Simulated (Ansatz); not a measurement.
A run for Ansatz (a first-principles code): U-wB97X-V/cc-pVTZ on hydrogen isocyanide (SMILES [C-]#[NH+]), a point of a bond scan (R = 1.197 Å).

Ansatz 0.2 input:
```yaml
crystal:
  periodic: [false, false, false]
  atoms:
    - {symbol: C, position_ang: [-0.00000000, -0.00000000, -0.73641702]}
    - {symbol: N, position_ang: [0.00000000, 0.00000000, 0.42763144]}
    - {symbol: H, position_ang: [0.00000000, 0.00000000, 1.62457214]}
basis:
  gaussian:
    orbitals: cc-pVTZ
hamiltonian:
  xc: {name: wB97X-V}
magnetization: {spin_polarized: true, initial_magnetization: 0}
```

The head of its log:

```
WARN ansatz: RAYON_NUM_THREADS=1 ignored (pool sized by the plan → 1); use --threads N
Functional definition: wB97X-V
integrals: 0.01 GiB planned
399 factors; their error is unknown
integrals: 0.05 GiB planned
87 factors; integrals over basis functions are off by at most 5.2e-5 eV
mean field: 0.23 GiB planned
mean field evaluation 1: about -2539.3772 eV, gradient 2.1e1 eV
mean field evaluation 2: about -2540.0237 eV, gradient 1.7e1 eV
```

What total energy does the run end on?

-93.3800 hartree.
